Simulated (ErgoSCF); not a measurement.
# BH2F (SMILES BF) at 6 levels

Wanted: a comparison of 6 runs (HF/STO-3G, HF/3-21G, HF/def2-SVP, B3LYP/6-31G*, PBE0/def2-SVP, SVWN5/6-31G**) of BH2F. 

The calculation is run with ErgoSCF 3.8.

2 further runs of the same task are left out: 1 that didn't finish, 1 set aside as unsound or not needed.

## (1) The structure to begin with

BH2F has 4 atoms, charge 0, and is taken as a singlet. As SMILES, `BF`. Geometry: relaxed at PBE0-D4/def2-TZVP.

Bond lengths: B1–F2 1.317 Å, B1–H3 1.197 Å, B1–H4 1.198 Å. Angles: F2–B1–H3 117.8°, F2–B1–H4 117.8°, H3–B1–H4 124.4°.

## (2) A single-point energy at HF/STO-3G (run 1)

job.ego reads:

```
set_nthreads(1)
scf.use_diagonalization = 1
basis = "STO-3G"
tmpdir = "."
scf.max_number_of_iterations = 120
scf.output_mulliken_pop = 1
spin_polarization = 0
molecule_inline Angstrom
B     -0.027300    -0.004000    -0.030800
F      1.061200    -0.296700     0.649900
H     -1.012500    -0.649100     0.186200
H      0.034200     0.889600    -0.825600
EOF
run "HF"
```

The basis set STO-3G is read from a file made from the Basis Set Exchange's data (not shown).

Command:

```sh
ergo job.ego
```

The log of the run:

```text
[...]
INSC SCF_general constructor, number of basis functions: 12
[...]
INSC Energy   1 =       -100.43629183808
[...]
INDE E_LUMO =          0.27550351001
[...]
INSC Energy  10 =       -123.60151001816  ( diff     -0.000000000003610 )
[...]
RESC CONVERGED after  10 iterations.
RESC FINAL ENERGY:       -123.60151001816
[...]
INSC SCF: dipole_moment_x [atomic units] =      -0.06648854
INSC SCF: dipole_moment_y [atomic units] =       0.01782147
INSC SCF: dipole_moment_z [atomic units] =      -0.04150521
[...]
```

Wall time 0.67 s (1 thread of AMD EPYC 7B13 (Zen 3), shared host); peak memory 0.26 GiB.

## (3) The energy at HF/3-21G (run 2)

ergo.in reads:

```
# BFH2
set_nthreads(1)
molecule_inline Angstrom
B  -0.027300 -0.004000 -0.030800
F  1.061200 -0.296700 0.649900
H  -1.012500 -0.649100 0.186200
H  0.034200 0.889600 -0.825600
EOF
scf.use_diagonalization = 1
spin_polarization = 0
tmpdir = "."
scf.output_mulliken_pop = 1
scf.max_number_of_iterations = 120
basis = "3-21G"
run "HF"
```

The basis set 3-21G is read from a file made from the Basis Set Exchange's data (not shown).

Command:

```sh
ergo ergo.in
```

The log of the run:

```text
[...]
INSC SCF_general constructor, number of basis functions: 22
[...]
INSC Energy   1 =        -74.70049438761
[...]
INDE E_LUMO =          0.11150851403
[...]
INSC Energy  13 =       -124.64564350630  ( diff     -0.000000000000114 )
[...]
RESC CONVERGED after  13 iterations.
RESC FINAL ENERGY:       -124.64564350630
[...]
INSC SCF: dipole_moment_x [atomic units] =      -0.31531043
INSC SCF: dipole_moment_y [atomic units] =       0.08471010
INSC SCF: dipole_moment_z [atomic units] =      -0.19708671
[...]
```

It took 0.77 s on 1 thread of AMD EPYC 7B13 (Zen 3), shared host; peak memory 0.26 GiB.

Runs 3 to 5 aren't shown in full; the table further down has their settings and results.

## (4) The energy at SVWN5/6-31G(d,p) (spherical functions) (run 6)

molecule.xyz reads:

```xyz
4

B     -0.027300    -0.004000    -0.030800
F      1.061200    -0.296700     0.649900
H     -1.012500    -0.649100     0.186200
H      0.034200     0.889600    -0.825600
```

ergo.in reads:

```
set_nthreads(1)
molecule "molecule.xyz"
scf.use_diagonalization = 1
scf.output_mulliken_pop = 1
XC.sparse_mode = 0
tmpdir = "."
XC.angint = 41
basis = "6-31G**"
scf.max_number_of_iterations = 120
XC.radint = 1e-11
run "SVWN5"
```

The basis set 6-31G** is read from a file made from the Basis Set Exchange's data (not shown).

Command:

```sh
ergo ergo.in
```

The log of the run:

```text
[...]
INSC SCF_general constructor, number of basis functions: 38
[...]
INSC Energy   1 =        -48.73344092901
[...]
INDE E_LUMO =         -0.07467725227
[...]
INSC Energy  27 =       -124.96849138682  ( diff     -0.000000000000227 )
[...]
RESC CONVERGED after  27 iterations.
RESC FINAL ENERGY:       -124.96849138682
[...]
INSC SCF: dipole_moment_x [atomic units] =      -0.11059357
INSC SCF: dipole_moment_y [atomic units] =       0.02967651
INSC SCF: dipole_moment_z [atomic units] =      -0.06908755
[...]
```

Wall time 4.8 s (1 thread of AMD EPYC 7B13 (Zen 3), shared host); peak memory 0.26 GiB.

## (5) Overview of the runs

```tsv
run	level	integration grid	radint	energy (Eh)	dipole moment (D)	wall time
1	HF/STO-3G	–	–	-123.601510	0.20	0.67 s
2	HF/3-21G	–	–	-124.645644	0.97	0.77 s
3	HF/def2-SVP	–	–	-125.223623	0.96	2.8 s
4	B3LYP/6-31G* (spherical functions)	Turbo	1e-11	-125.925122	0.47	3.6 s
5	PBE0/def2-SVP	Turbo	1e-11	-125.688515	0.60	4.5 s
6	SVWN5/6-31G** (spherical functions)	Turbo	1e-11	-124.968491	0.34	4.8 s
```

## (6) What came out

| quantity | value |
| --- | --- |
| run 6: total energy | -124.96849 Eh |
| run 6: dipole moment | 0.34 D |

What this shows: The dipole moment (its size) runs from 0.20 D (HF/STO-3G) to 0.97 D (HF/3-21G). Totals of different functionals can't be ranked against each other. In run 1 the basis is minimal, so the values are rough. All runs together took 17 s, the longest 4.8 s.
